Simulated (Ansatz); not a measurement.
CH6ClSi, doublet: at a first-order saddle point.

in.yaml

```yaml
crystal:
  periodic: [false, false, false]
  atoms:
    - {symbol: Cl, position_ang: [1.084835, 0.367927, 1.873205]}
    - {symbol: Si, position_ang: [-0.227358, -0.772162, 0.234204]}
    - {symbol: C, position_ang: [-0.406242, 0.409578, -1.195099]}
    - {symbol: H, position_ang: [1.903783, 1.157638, 2.825226]}
    - {symbol: H, position_ang: [0.502975, -2.012396, -0.135585]}
    - {symbol: H, position_ang: [-1.529910, -1.110238, 0.864568]}
    - {symbol: H, position_ang: [-0.901489, 1.327229, -0.871837]}
    - {symbol: H, position_ang: [0.573693, 0.671907, -1.598564]}
    - {symbol: H, position_ang: [-1.000387, -0.039483, -1.996119]}
basis:
  gaussian: {orbitals: def2-TZVPP}
magnetization: {spin_polarized: true, initial_magnetization: 1}
hamiltonian: {xc: {name: B97M-V}}
```

Command:

```bash
ansatz run in.yaml --threads 4 --pin off --events-out ev --progress --plain --max-ram 9574MiB
```

The run's output (Ansatz 0.2.0):

```
Functional definition: B97M-V
  name "B97M-V"
  cite "Mardirossian & Head-Gordon, J. Chem. Phys. 142, 074111 (2015) doi:10.1063/1.4907719"
  cite "Becke, J. Chem. Phys. 107, 8554 (1997) doi:10.1063/1.475007"
  cite "Vydrov & Van Voorhis, J. Chem. Phys. 133, 244103 (2010) doi:10.1063/1.3521275"
  # Of w^i u^j: cxij and so on, Table III.
  parameter cx00 = 1.000
  parameter cx01 = 1.308
  parameter cx02 = 1.901
  parameter cx10 = 0.416
  parameter cx11 = 3.070
  parameter css00 = 1.000
  parameter css02 = -1.855
  parameter css10 = -5.668
  parameter css32 = -20.497
  parameter css42 = -20.364
  parameter cos00 = 1.000
  parameter cos01 = 1.573
  parameter cos03 = -6.298
  parameter cos10 = 2.535
  parameter cos32 = -6.427
  parameter b = 6.0
  parameter c = 0.01
  gx(w, u) = cx00 + cx01*u + cx02*u^2 + (cx10 + cx11*u)*w
  gss(w, u) = css00 + css02*u^2 + css10*w + (css32*w^3 + css42*w^4)*u^2
  gos(w, u) = cos00 + cos01*u + cos03*u^3 + cos10*w + cos32*w^3*u^2
  exchange = spin_sum(e_x_unif_s*gx(b97_w, b97_u_x))
  correlation = spin_sum(e_c_pw_mod_same_spin*gss(b97_w, b97_u_same))
      + integral(e_c_pw_mod_opposite_spin*gos(b97_w_opposite, b97_u_opposite)) + vv10(b, c)
1116 factors; their error is unknown
mean field evaluation 1: about -21523.0144 eV, gradient 3.6e1 eV
mean field evaluation 2: about -21515.8957 eV, gradient 4.7e1 eV
mean field evaluation 4: about -21529.1819 eV, gradient 4.0e0 eV
mean field evaluation 8: about -21529.2751 eV, gradient 1.5e-1 eV
mean field evaluation 16: about -21529.2428 eV, gradient 1.8e-4 eV
mean field -21529.24276667 eV, -791.1850786303 hartree, gradient 4.9e-5 eV, S^2 0.757735; 0 other end points of the search recorded, 0 dependent functions left out
reference -21529.24283303 eV, -791.1850810688 hartree; 22, 21 occupied and 177, 178 virtual orbitals, 1116 factors
Total energy: -21529.24283303 eV, -791.1850810688 hartree
```

The run took about 13 s on 4 CPU threads of an Arm Neoverse N1 (shared host).
